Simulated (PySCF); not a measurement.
An EPR job on `[C]#N` [radical].

Method: UKS B3LYP, pcH-1 on C N, non-relativistic, mean-field spin-orbit, GIAO (PySCF 2.14.0). Geometry: GFN2-xTB. A driver script takes a list of jobs; this job's settings line and coordinates (Å) are shown.

Input:
```
{"job": {"kind": "epr", "basis": "pcH-1"}, "charge": 0, "multiplicity": 2}
C      0.569208    -0.002979    -0.002736
N     -0.566451     0.004248    -0.011412
```

Output:
```
UKS, coarse grid
  cycle   1  E = -92.67834334  |g| = 2.80e-01
  cycle   2  E = -92.28165162  |g| = 9.74e-01
  cycle   3  E = -92.71578017  |g| = 2.23e-02
  cycle   4  E = -92.71612207  |g| = 9.87e-03
  cycle   5  E = -92.71621920  |g| = 6.18e-03
  cycle   6  E = -92.71626693  |g| = 3.51e-03
  cycle   7  E = -92.71629364  |g| = 5.02e-04
  cycle   8  E = -92.71629387  |g| = 2.29e-04
UKS, final grid
  cycle   1  E = -92.71629341  |g| = 4.94e-04
  cycle   2  E = -92.71629243  |g| = 1.60e-03
  cycle   3  E = -92.71629353  |g| = 4.14e-05
  cycle   4  E = -92.71629354  |g| = 2.15e-05
internal stability: stable
E = -92.71629354 Eh   <S^2> = 0.7569 (exact 0.7500)
g shifts (ppm)      1          2          3
  rmc          -179       -179       -179
  gc             16         16         16
  oz_so       -1822      -1822          0
  total       -1984      -1984       -162
hyperfine (MHz)  atom isotope    a_iso     a_fc   dipolar eigenvalues
    0   13C     602.17     602.17    -62.90    -62.90    125.81
    1   14N     -17.23     -17.23    -21.42    -21.42     42.84
```

rmc, gc and oz_so are the mass-correction, gauge-correction and orbital-Zeeman/spin–orbit parts of the g shift along its three principal axes; a_iso is the isotropic hyperfine coupling and a_fc its Fermi-contact part. Atoms in this output count from 0.

**Question.** Get g_iso from the total shifts.

**Answer.** Their mean is -1377 ppm; added to g_e = 2.002319 it gives 2.00094.

In short: ⟨S²⟩ 0.757; g_iso 2.0009.

Isolated species at its GFN2-xTB geometry, gas phase.

**Question.** Estimate the wall time. Hardware: one thread of an Arm Neoverse V2, on a shared host.

**Answer.** About 1.3 s.
Labels such as C1 count atoms from 1, the log's own numbers from 0.
